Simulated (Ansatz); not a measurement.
Input file:

```yaml
crystal:
  periodic: [false, false, false]
  atoms:
    - {symbol: P, position_ang: [0.000010, -0.297188, 2.626242]}
    - {symbol: Ge, position_ang: [-0.000029, -0.283159, 0.620283]}
    - {symbol: S, position_ang: [0.000006, -0.379449, -1.555017]}
    - {symbol: H, position_ang: [0.000013, 0.959796, -1.691508]}
basis:
  gaussian: {orbitals: cc-pVDZ}
total_charge: 1
magnetization: {spin_polarized: false, initial_magnetization: 1}
correlation: {method: bccd_t, electrons: outside_noble_gas}
scf: {lower_state_search: off}
```

```sh
$ ansatz run in.yaml --threads 1 --pin off --events-out ev --progress --plain --max-ram 2393MiB
```

Output:

```
these checks for a lower state are left out or cut short: stability, starts, cluster_reference, orbital_swaps, neighbouring_geometries, increment
759 factors; integrals over basis functions are off by at most 8.3e-4 eV
mean field evaluation 1: about -76568.2525 eV, gradient 1.6e1 eV
mean field evaluation 2: about -76568.2725 eV, gradient 1.6e1 eV
mean field evaluation 4: about -76569.4446 eV, gradient 2.1e0 eV
mean field evaluation 8: about -76569.4922 eV, gradient 3.6e-1 eV
mean field -76569.49537626 eV, -2813.8770544094 hartree, gradient 3.9e-6 eV, S^2 0.750000; 0 other end points of the search recorded, 0 dependent functions left out
24 core orbitals not correlated: weight in the atoms' cores, before any rotation towards them, 0.999 or more for the frozen orbitals, at most 0.001 for the correlated occupied ones
reference -76569.49537626 eV, -2813.8770544094 hartree; 8, 7 occupied and 36, 37 virtual orbitals, 759 factors
second order -8.05000373 eV of doubles, -0.05039789 eV of singles
cycle   1  -8.75437045 eV  change   -6.5e-1 eV  update   1.0e-1
cycle   2  -9.03779578 eV  change   -2.8e-1 eV  update   3.7e-2
cycle   3  -9.12553814 eV  change   -8.8e-2 eV  update   2.7e-2
cycle   4  -9.12133557 eV  change    4.2e-3 eV  update   1.2e-2
cycle   5  -9.11609616 eV  change    5.2e-3 eV  update   7.8e-3
cycle   6  -9.11459992 eV  change    1.5e-3 eV  update   4.4e-3
cycle   7  -9.11415935 eV  change    4.4e-4 eV  update   2.1e-3
cycle   8  -9.11457146 eV  change   -4.1e-4 eV  update   9.4e-4
cycle   9  -9.11475026 eV  change   -1.8e-4 eV  update   3.9e-4
cycle  10  -9.11456079 eV  change    1.9e-4 eV  update   2.2e-4
cycle  11  -9.11453852 eV  change    2.2e-5 eV  update   1.3e-4
cycle  12  -9.11456991 eV  change   -3.1e-5 eV  update   7.0e-5
cycle  13  -9.11458177 eV  change   -1.2e-5 eV  update   4.1e-5
cycle  14  -9.11459101 eV  change   -9.2e-6 eV  update   2.2e-5
cycle  15  -9.11458158 eV  change    9.4e-6 eV  update   1.1e-5
perturbative correction -0.46688458 eV, -0.0171576920 hartree
Total energy: -76579.07684242 eV, -2814.2291667963 hartree
Checks for a lower state left out: stability, starts, cluster_reference, orbital_swaps, neighbouring_geometries, increment
```

Ran on 1 thread of Intel Xeon, shared host: 11 s wall, 0.28 GiB peak host memory.
